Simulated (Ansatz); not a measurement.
**One shape, several levels: P2 (SMILES P#P)**

We compute a comparison of 6 runs (HF/STO-3G, HSE06/STO-3G, UB3LYP/STO-3G, r2SCAN0/STO-3G, wB97M-V/STO-3G, UMP2/STO-3G) of P2. 

Program for the calculation: Ansatz 0.2.0.

36 further runs of the same task are left out: 13 that didn't finish, 23 set aside as unsound or not needed.

**1. Starting point**

P2: 2 atoms, total charge 0, spin state singlet. As SMILES, `P#P`. The P2–P1 distance was set to 3.787 Å, away from the relaxed value.

**2. A single-point energy at HF/STO-3G (run 1)**

The input, input.yaml:

```yaml
crystal:
  periodic: [false, false, false]
  atoms:
    - {symbol: P, position_ang: [0.000000, 0.000000, -1.893400]}
    - {symbol: P, position_ang: [0.000000, 0.000000, 1.893400]}
basis:
  gaussian:
    orbitals: STO-3G
hamiltonian:
  xc: hf
accuracy: high
```

Run with:

```bash
$ ansatz run input.yaml --threads 1 --pin off --max-ram 2610MiB --events-out events.jsonl --progress --plain --runs-dir runs
```

The program printed:

```text
Warning: RAYON_NUM_THREADS=1 ignored (pool sized by the plan → 1); use --threads N
Functional definition: HF
  name "HF"
  exchange = exact_x
  correlation = 0
267 factors; integrals over basis functions are off by at most 3.9e-9 eV
mean field evaluation 1: about -18316.6040 eV, gradient 1.5e0 eV
mean field evaluation 2: about -18316.6058 eV, gradient 1.4e0 eV
mean field evaluation 4: about -18316.6232 eV, gradient 4.8e-4 eV
mean field evaluation 8: about -18316.6232 eV, gradient 1.0e-4 eV
mean field evaluation 16: about -18317.5740 eV, gradient 6.0e0 eV
mean field evaluation 32: about -18322.3762 eV, gradient 2.1e0 eV
mean field evaluation 64: about -18322.7168 eV, gradient 7.9e-1 eV
mean field evaluation 96: about -18304.5220 eV, gradient 5.2e1 eV
mean field evaluation 128: about -18321.6567 eV, gradient 8.5e-3 eV
mean field -18322.74256110 eV, -673.3483695194 hartree, gradient 6.7e-8 eV, S^2 0.000000; 7 other end points of the search recorded, 0 dependent functions left out
reference -18322.74256110 eV, -673.3483695194 hartree; 15, 15 occupied and 3, 3 virtual orbitals, 267 factors
Total energy: -18322.74256110 eV, -673.3483695194 hartree
```

Run time: 0.24 s. Hardware: 1 thread of Arm Neoverse V2, shared host.

**3. A single-point energy at HSE06/STO-3G (run 2)**

The input, in.yaml:

```yaml
crystal:
  periodic: [false, false, false]
  atoms:
    - {symbol: P, position_ang: [0.000000, 0.000000, -1.893400]}
    - {symbol: P, position_ang: [0.000000, 0.000000, 1.893400]}
basis:
  gaussian:
    orbitals: STO-3G
hamiltonian:
  xc: hse06
accuracy: high
```

Run with:

```bash
$ ansatz run in.yaml --threads 1 --pin off --max-ram 2610MiB --events-out events.jsonl --progress --plain --runs-dir runs
```

The program printed, shortened:

```text
Warning: RAYON_NUM_THREADS=1 ignored (pool sized by the plan → 1); use --threads N
Functional definition: HSE06
  name "HSE06"
[...]
267 factors; integrals over basis functions are off by at most 3.9e-9 eV
58 factors; integrals over basis functions are off by at most 2.0e-9 eV
[...]
mean field -18346.81151825 eV, -674.2328873801 hartree, gradient 2.2e-8 eV, S^2 0.000000; 21 other end points of the search recorded, 0 dependent functions left out
reference -18346.81151989 eV, -674.2328874403 hartree; 15, 15 occupied and 3, 3 virtual orbitals, 267 factors
Total energy: -18346.81151989 eV, -674.2328874403 hartree
```

It took 4.5 s on 1 thread of Arm Neoverse V2, shared host.

Runs 3 to 5 aren't shown in full; the table further down has their settings and results.

**4. A single-point energy at UMP2/STO-3G (run 6)**

The input, run.yaml:

```yaml
crystal:
  periodic: [false, false, false]
  atoms:
    - symbol: P
      position_ang: [0.000000, 0.000000, -1.893400]
    - symbol: P
      position_ang: [0.000000, 0.000000, 1.893400]
basis:
  gaussian:
    orbitals: STO-3G
accuracy: high
magnetization:
  spin_polarized: true
  initial_magnetization: 0
correlation:
  method: mp2
  frozen_orbitals: {P: 5}
```

Run with:

```bash
$ ansatz run run.yaml --threads 1 --pin off --max-ram 2610MiB --events-out events.jsonl --progress --plain --runs-dir runs
```

The program printed, shortened:

```text
Warning: RAYON_NUM_THREADS=1 ignored (pool sized by the plan → 1); use --threads N
[... 2 set-up lines as earlier in the session ...]
[...]
267 factors; integrals over basis functions are off by at most 3.9e-9 eV
[...]
mean field -18333.34607146 eV, -673.7380413378 hartree, gradient 7.0e-9 eV, S^2 2.993091; 14 other end points of the search recorded, 0 dependent functions left out
10 core orbitals not correlated: weight in the atoms' cores, before any rotation towards them, 1.000 or more for the frozen orbitals, at most 0.000 for the correlated occupied ones
reference -18333.34607146 eV, -673.7380413378 hartree; 5, 5 occupied and 3, 3 virtual orbitals, 267 factors
second order -0.00208991 eV of doubles, -0.00000000 eV of singles
Total energy: -18333.34816137 eV, -673.7381181406 hartree
```

Wall time 0.49 s (1 thread of Arm Neoverse V2, shared host).

**5. The series**

```tsv
run	level	frozen core orbitals	energy (Eh)	wall time
1	HF/STO-3G	–	-673.348370	0.24 s
2	HSE06/STO-3G	–	-674.232887	4.5 s
3	UB3LYP/STO-3G	–	-674.719304	7.5 s
4	r2SCAN0/STO-3G	–	-674.451502	9.6 s
5	wB97M-V/STO-3G	–	-674.547079	18 s
6	UMP2/STO-3G	10	-673.738118	0.49 s
```

**6. Outcome**

```
                                           quantity          value
                                run 6: total energy  -673.73812 Eh
run 6: correlation energy (10 core orbitals frozen)       -0.1 mEh
           run 6: ⟨S²⟩ of the reference determinant          2.993
```

**Reading.** Totals of different functionals can't be ranked against each other. In runs 1, 2, 3, 4, 5, 6 the basis is minimal, so the values are rough. In runs 1, 2, 4, 5 a closed-shell determinant meets a far-stretched bond, which it describes badly. Spin contamination of the reference: run 6 ⟨S²⟩ = 2.99, run 3 ⟨S²⟩ = 2.96. Where it is this large, the reference is a mixture of spin states, and values that rest on it are in doubt. All runs together took 40 s, the longest 18 s.
